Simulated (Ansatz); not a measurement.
A made-up structure of H₂S₂O, closed shell:

O1  (-1.349, -0.913, -0.251)
S2  (-0.768, 0.590, -0.402)
S3  (0.976, 1.385, 0.147)
H4  (-0.860, -1.743, -0.004)
H5  (2.002, 0.681, 0.509)
(Å)

It is relaxed with PBE-D4/def2-SVP and then PBE0-D4/def2-TZVP (Ansatz 0.2.0). Atoms count as bonded within 1.22 times the sum of their covalent radii (H–H: 0.88 Å). The end point is not checked to be a true minimum.

Q: Does its bonding change? (A judgement: the text doesn't fix the answer.)

A: The calculation gives: No: no bond forms or breaks.

Where it ends: The first stage lowers the energy by 2.06 eV in 9 steps. It ends as H₂S₂O ([OH][S][SH]):
```
atom    x (Å)    y (Å)    z (Å)
  O1  -1.2958  -0.7597   0.0948
  S2  -0.5805   0.4695  -0.7446
  S3   0.7780   1.2899   0.5004
  H4  -0.7684  -1.5573  -0.0302
  H5   1.8667   0.5576   0.1797
```

Labels in which every atom is bracketed show which atoms are joined, not bond orders.

For scale, one of the runs: PBE0-D4/def2-TZVP relaxation, 117 basis functions, launched by `ansatz run in.yaml --threads 2 --pin off --events-out ev --progress --plain --max-ram 4352MiB`. Hardware: 2 CPU threads of an Intel Xeon, shared host. Wall time about 88 s.
